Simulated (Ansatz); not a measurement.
Basis-set series for `FC1=CCC1F`. The species carries charge 0 and has multiplicity 1. Geometry: relaxed with PBE0-D4/def2-TZVP.

```csv
functional,basis,functions,energy (Eh),HOMO (eV),LUMO (eV)
PBE0-D4,def2-SVP,104,-353.81656,-7.60,0.11
PBE0-D4,def2-QZVPP,462,-354.24793,-7.68,-0.17
ωB97M-V,def2-SVP,104,-354.06123,-9.81,2.36
ωB97M-V,def2-QZVPP,462,-354.50396,-9.92,1.75
```

Task: Give the rows for def2-TZVPP. (Estimate.)

Result: The calculation gave: 
| functional | basis | functions | energy (Eh) | HOMO (eV) | LUMO (eV) |
| --- | --- | --- | --- | --- | --- |
| PBE0-D4 | def2-TZVPP | 242 | -354.22935 | -7.65 | -0.07 |
| ωB97M-V | def2-TZVPP | 242 | -354.48640 | -9.88 | 2.05 |

Positive LUMOs are unbound and depend on the basis.

Program: Ansatz 0.2.0.
